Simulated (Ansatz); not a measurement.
# C₂H₂F₃ radical: basis-set convergence

Aim: see how fast density functionals converge with the basis set for C₂H₂F₃ radical.

Method: one geometry, several basis sets; program: Ansatz 0.2.0, Gaussian basis.

Levels to be run: PBE0-D4/def2-SVP; ωB97M-V/def2-SVP; PBE0-D4/def2-QZVPP; ωB97M-V/def2-QZVPP; the functionals' def2-TZVPP values are taken from earlier runs.

### 1 Structure used throughout

An earlier PBE0-D4 in a triple-zeta def2 set relaxation fixed the geometry.

SMILES `[CH2]C(F)(F)F`, 7 atoms, charge 0, spin multiplicity 2.

Atoms are counted from 1 here; the program's logs count them from 0.

Bond lengths: C1–C2 1.475 Å, C1–H6 1.079 Å, C1–H7 1.079 Å, C2–F3 1.348 Å, C2–F4 1.340 Å, C2–F5 1.340 Å. Angles: C2–C1–H6 119.0°, C2–C1–H7 119.0°, H6–C1–H7 121.5°, C1–C2–F3 112.0°, C1–C2–F4 111.7°, C1–C2–F5 111.7°, F3–C2–F4 106.7°, F3–C2–F5 106.7°, F4–C2–F5 107.7°.

### 2 PBE0-D4 in def2-SVP

File in.yaml:

```yaml
crystal:
  periodic: [false, false, false]
  atoms:
    - {symbol: C, position_ang: [-0.264300, 0.823780, 0.273906]}
    - {symbol: C, position_ang: [0.195601, -0.509992, -0.157157]}
    - {symbol: F, position_ang: [-0.758369, -1.177197, -0.836616]}
    - {symbol: F, position_ang: [0.534330, -1.279111, 0.886047]}
    - {symbol: F, position_ang: [1.259777, -0.430011, -0.967161]}
    - {symbol: H, position_ang: [-0.791275, 0.918450, 1.211192]}
    - {symbol: H, position_ang: [-0.175754, 1.654072, -0.410211]}
basis:
  gaussian: {orbitals: def2-SVP}
magnetization: {spin_polarized: true, initial_magnetization: 1}
hamiltonian: {xc: pbe0, dispersion: d4}
output: {orbitals: {seedname: orbitals}}
```

The runs that follow: ωB97M-V in def2-SVP; PBE0-D4 in def2-QZVPP; ωB97M-V in def2-QZVPP.

**Question.** What will the summary of the whole plan be? Wanted: PBE0-D4: double and triple zeta above quadruple; ωB97M-V: double and triple zeta above quadruple.

The runs gave:

| quantity | value |
| --- | --- |
| PBE0-D4: double and triple zeta above quadruple | 12.81, 0.52 eV |
| ωB97M-V: double and triple zeta above quadruple | 13.08, 0.49 eV |

**Reading.** For PBE0-D4 the step from double to triple zeta gains 12.29 eV and the next only 0.52 eV. Total energies overstate the basis error of differences, where much of it tends to cancel.
